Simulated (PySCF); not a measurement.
CH8AlN.
SMILES: `[CH3][AlH2-][NH3+]`

Method used: MP2 and CCSD/aug-cc-pVDZ in PySCF, restricted Hartree–Fock reference, 7 core orbitals frozen, non-relativistic, gas phase, PBE0-D3(BJ)/def2-SVP geometry.

E(HF) = -338.92392 Eh.

Question: How large is the problem?

Answer: 145 basis functions and 34 electrons; 7 orbitals frozen, which leaves o = 10 correlated occupied and v = 128 virtual orbitals. That is o·v = 1280 singles and o·v(o·v + 1)/2 = 819840 distinct closed-shell doubles amplitudes before symmetry; the costliest CCSD step grows as o²v⁴ = 2.7 × 10^10.

Question: What are the MP2 and CCSD correlation energies?

Answer: MP2 -0.4367 Eh and CCSD -0.4875 Eh, which gives totals of -339.36063 and -339.41143 Eh. That is 0.663 eV for each correlated electron at CCSD (1280 kJ/mol in all, 0.144 % of the total energy); MP2 gives 89.6 % of the CCSD value.

Question: What is the T1 diagnostic?

Answer: 0.0091, below the customary warning level of 0.02. It is the norm of the spatial-orbital singles amplitudes over the root of the number of correlated electrons, so the norm is 0.041.

Question: How does correlation change the dipole moment?

Answer: HF gives 5.31 D and CCSD (unrelaxed density) 5.21 D, a change of -0.10 D.

Connected triples and the basis-set limit are missing.
